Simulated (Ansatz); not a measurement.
Relaxation of CH₂LiO (5 atoms, charge 0, multiplicity 2), to a largest force component of 0.02 eV/Å in at most 50 steps.

Method: Ansatz, UKS PBE0-D4/def2-SVP.

```xyz
5
Properties=species:S:1:pos:R:3
Li -2.242 0.136 -0.152
O -0.637 0.062 -0.307
C 0.637 -0.033 -0.020
H -0.170 -0.107 -1.164
H 1.174 0.845 0.319
```

Where does it end, and by what steps?

The run converged. After 19 steps the energy has fallen by 2.906 eV; C3 moved furthest, 0.90 Å. Joined: Li1–C3.

| step | energy less start (eV) | largest force component (eV/Å) | accepted |
| --- | --- | --- | --- |
| 0 | 0.0000 | 5.852 | yes |
| 1 | -0.5066 | 3.467 | yes |
| 2 | -1.0299 | 1.719 | yes |
| 3 | -1.2649 | 1.698 | yes |
| 4 | -1.3212 | 1.333 | yes |
| 5 | -1.5724 | 1.046 | yes |
| 6 | -1.7901 | 0.709 | yes |
| 7 | -2.0868 | 0.829 | yes |
| 8 | -2.2875 | 1.164 | yes |
| 9 | -2.3240 | 0.628 | yes |
| 10 | -2.4020 | 1.368 | yes |
| 11 | -2.4780 | 1.927 | yes |
| 12 | -2.5682 | 1.537 | yes |
| 13 | -2.6717 | 1.076 | yes |
| 14 | -2.7310 | 0.833 | yes |
| 15 | -2.8409 | 0.954 | yes |
| 16 | -2.8744 | 0.595 | yes |
| 17 | -2.9036 | 0.181 | yes |
| 18 | -2.9053 | 0.074 | yes |
| 19 | -2.9056 | 0.019 | yes |

```xyz
5
Properties=species:S:1:pos:R:3
Li -1.807 0.019 0.434
O -0.573 0.093 -0.901
C -0.003 0.442 0.403
H 0.064 -0.263 -1.530
H 1.081 0.612 0.270
```

Whether the end is a true minimum wasn't checked by a vibrational analysis.

Run time: 53 s on 1 CPU thread of a shared host.
